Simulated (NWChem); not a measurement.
All runs are NWChem calculations. System: H$_{2}$Si, charge 0, spin multiplicity 1, at a geometry optimised with PBE0/def2-SVP. The structure started from a generated list of species. Level: BLYP/def2-TZVP.

Input file:

```
start mol
memory heap 200 mb stack 900 mb global 1100 mb
geometry units angstroms nocenter noautoz
  Si     0.000000     0.000000     0.134141
  H      1.096144     0.000000    -0.938989
  H     -1.096144     0.000000    -0.938989
  symmetry group C2v
end
basis spherical
  * library def2-tzvp
end
dft
  xc becke88 lyp
  semidirect memsize 60000000 filesize 0
  iterations 100
end
task dft energy
```

Output (cleaned and shortened):

```
             Northwest Computational Chemistry Package (NWChem) 7.3.0
             --------------------------------------------------------

                                NWChem Input Module
                                -------------------

 Scaling coordinates for geometry "geometry" by  1.889725989
 (inverse scale =  0.529177249)

 Turning off AUTOSYM since
 SYMMETRY directive was detected!

                             Geometry "geometry" -> ""
                             -------------------------

 Output coordinates in angstroms (scale by  1.889725989 to convert to a.u.)

  No.       Tag          Charge          X              Y              Z
 ---- ---------------- ---------- -------------- -------------- --------------
    1 Si                  14.0000     0.00000000     0.00000000     0.13414100
    2 H                    1.0000     1.09614400     0.00000000    -0.93898900
    3 H                    1.0000    -1.09614400     0.00000000    -0.93898900

 Effective nuclear repulsion energy (a.u.)       9.9004519279

            Nuclear Dipole moment (a.u.)
            ----------------------------
        X                 Y               Z
 ---------------- ---------------- ----------------
     0.0000000000     0.0000000000    -0.0000075589

      Symmetry information
      --------------------

 Group name             C2v
 Group number             16
 Group order               4
 No. of unique centers     2

      Symmetry unique atoms

     1    2


 Summary of "ao basis" -> "" (spherical)
 ------------------------------------------------------------------------------
       Tag                 Description            Shells   Functions and Types
 ---------------- ------------------------------  ------  ---------------------
 *                         def2-tzvp                  on all atoms

                                 NWChem DFT Module
                                 -----------------

 Summary of "ao basis" -> "ao basis" (spherical)
 ------------------------------------------------------------------------------
       Tag                 Description            Shells   Functions and Types
 ---------------- ------------------------------  ------  ---------------------
 Si                        def2-tzvp                13       37   5s5p2d1f
 H                         def2-tzvp                 4        6   3s1p

 Summary of "ao basis" -> "ao basis" (spherical)
 ------------------------------------------------------------------------------
       Tag                 Description            Shells   Functions and Types
 ---------------- ------------------------------  ------  ---------------------
 Si                        def2-tzvp                13       37   5s5p2d1f
 H                         def2-tzvp                 4        6   3s1p

      Symmetry analysis of basis
      --------------------------

        a1         21
        a2          4
        b1         14
        b2         10

            General Information
            -------------------
          SCF calculation type: DFT
          Wavefunction type:  closed shell.
          No. of atoms     :     3
          No. of electrons :    16
           Alpha electrons :     8
            Beta electrons :     8
          Charge           :     0
          Spin multiplicity:     1
          Use of symmetry is: on ; symmetry adaption is: on
          Maximum number of iterations: 100
          AO basis - number of functions:    49
                     number of shells:    21
[...]
 d= 0,ls=0.0,diis     1   -290.5978048644 -3.00D+02  8.90D-03  3.82D-01     0.6
 d= 0,ls=0.0,diis     2   -290.6102883224 -1.25D-02  7.55D-03  1.96D-02     0.7
 d= 0,ls=0.0,diis     3   -290.6120194280 -1.73D-03  3.09D-03  1.56D-02     0.7
 d= 0,ls=0.0,diis     4   -290.6146245263 -2.61D-03  2.68D-04  1.16D-04     0.7
 d= 0,ls=0.0,diis     5   -290.6146443777 -1.99D-05  4.33D-05  4.43D-06     0.8
  Resetting Diis
 d= 0,ls=0.0,diis     6   -290.6146454347 -1.06D-06  3.11D-06  1.19D-08     0.8
 d= 0,ls=0.0,diis     7   -290.6146454377 -2.96D-09  4.41D-07  1.48D-10     0.9

         Total DFT energy =     -290.614645437666
      One electron energy =     -421.711595097533
           Coulomb energy =      142.760218905869
    Exchange-Corr. energy =      -21.563721173871
 Nuclear repulsion energy =        9.900451927868

 Numeric. integr. density =       15.999993074626

     Total iterative time =      0.6s

                  Occupations of the irreducible representations
                  ----------------------------------------------

                     irrep           alpha         beta
                     --------     --------     --------
                     a1                5.0          5.0
                     a2                0.0          0.0
                     b1                2.0          2.0
                     b2                1.0          1.0

                       DFT Final Molecular Orbital Analysis
                       ------------------------------------

 Vector    6  Occ=2.000000D+00  E=-4.524404D-01  Symmetry=a1
              MO Center= -3.4D-15,  3.8D-16, -3.6D-01, r^2= 1.6D+00
   Bfn.  Coefficient  Atom+Function         Bfn.  Coefficient  Atom+Function
  ----- ------------  ---------------      ----- ------------  ---------------
     4      0.595852  1 Si s                  3     -0.348084  1 Si s
     5      0.263253  1 Si s                 39      0.130288  2 H  s
    45      0.130288  3 H  s                 38      0.097606  2 H  s
    44      0.097606  3 H  s                 17     -0.088523  1 Si pz
     2      0.084067  1 Si s                  1      0.062893  1 Si s

 Vector    7  Occ=2.000000D+00  E=-2.854185D-01  Symmetry=b1
              MO Center=  1.6D-15, -9.6D-16, -5.8D-01, r^2= 2.1D+00
   Bfn.  Coefficient  Atom+Function         Bfn.  Coefficient  Atom+Function
  ----- ------------  ---------------      ----- ------------  ---------------
    15      0.307650  1 Si px                39      0.214652  2 H  s
    45     -0.214652  3 H  s                 40      0.166510  2 H  s
    46     -0.166510  3 H  s                 38      0.144587  2 H  s
    44     -0.144587  3 H  s                  6     -0.128838  1 Si px
    12      0.127652  1 Si px                18      0.120037  1 Si px

 Vector    8  Occ=2.000000D+00  E=-2.104531D-01  Symmetry=a1
              MO Center= -2.9D-15,  3.2D-15,  2.8D-01, r^2= 2.4D+00
   Bfn.  Coefficient  Atom+Function         Bfn.  Coefficient  Atom+Function
  ----- ------------  ---------------      ----- ------------  ---------------
     5      0.417234  1 Si s                  4      0.350490  1 Si s
    17      0.342617  1 Si pz                20      0.231332  1 Si pz
     3     -0.201962  1 Si s                 39     -0.151552  2 H  s
    45     -0.151552  3 H  s                 14      0.143227  1 Si pz
     8     -0.139458  1 Si pz                40     -0.136533  2 H  s

 Vector    9  Occ=0.000000D+00  E=-1.424824D-01  Symmetry=b2
              MO Center= -5.2D-16, -5.7D-15,  9.6D-02, r^2= 2.6D+00
   Bfn.  Coefficient  Atom+Function         Bfn.  Coefficient  Atom+Function
  ----- ------------  ---------------      ----- ------------  ---------------
    16      0.493750  1 Si py                19      0.476650  1 Si py
    13      0.177806  1 Si py                 7     -0.175265  1 Si py
    10     -0.078790  1 Si py

 Vector   10  Occ=0.000000D+00  E= 3.449189D-03  Symmetry=b1
              MO Center=  8.5D-15, -1.2D-15,  3.1D-01, r^2= 4.0D+00
   Bfn.  Coefficient  Atom+Function         Bfn.  Coefficient  Atom+Function
  ----- ------------  ---------------      ----- ------------  ---------------
    18      1.113494  1 Si px                40     -0.878562  2 H  s
    46      0.878562  3 H  s                 15      0.308676  1 Si px
    24     -0.130600  1 Si d  1              39     -0.121987  2 H  s
    45      0.121987  3 H  s                 12      0.114681  1 Si px
    29     -0.103577  1 Si d  1               6     -0.103057  1 Si px

 Vector   11  Occ=0.000000D+00  E= 3.807290D-02  Symmetry=a1
              MO Center=  5.6D-15, -3.4D-16, -3.7D-02, r^2= 5.1D+00
   Bfn.  Coefficient  Atom+Function         Bfn.  Coefficient  Atom+Function
  ----- ------------  ---------------      ----- ------------  ---------------
     5      1.572159  1 Si s                 40     -1.459468  2 H  s
    46     -1.459468  3 H  s                 20     -1.320357  1 Si pz
     4      0.419994  1 Si s                 17     -0.250598  1 Si pz
     3     -0.208440  1 Si s                 25     -0.088340  1 Si d  2
    14     -0.081833  1 Si pz                30     -0.079770  1 Si d  2

 center of mass
 --------------
 x =   0.00000000 y =   0.00000000 z =   0.11720335

 moments of inertia (a.u.)
 ------------------
           7.732210999685           0.000000000000           0.000000000000
           0.000000000000          16.380854911790           0.000000000000
           0.000000000000           0.000000000000           8.648643912105

     Multipole analysis of the density
     ---------------------------------

     L   x y z        total         alpha         beta         nuclear
     -   - - -        -----         -----         ----         -------
     0   0 0 0     -0.000000     -8.000000     -8.000000     16.000000

     1   1 0 0      0.000000      0.000000      0.000000      0.000000
     1   0 1 0     -0.000000     -0.000000     -0.000000      0.000000
     1   0 0 1     -0.002227     -0.001110     -0.001110     -0.000008

     2   2 0 0    -12.140388    -10.360941    -10.360941      8.581494
     2   1 1 0      0.000000      0.000000      0.000000      0.000000
     2   1 0 1     -0.000000     -0.000000     -0.000000      0.000000
     2   0 2 0     -9.222321     -4.611161     -4.611161      0.000000
     2   0 1 1      0.000000      0.000000      0.000000      0.000000
     2   0 0 2    -13.493426    -10.345121    -10.345121      7.196816

 Task  times  cpu:        0.9s     wall:        0.9s

 Total times  cpu:        0.9s     wall:        0.9s
```
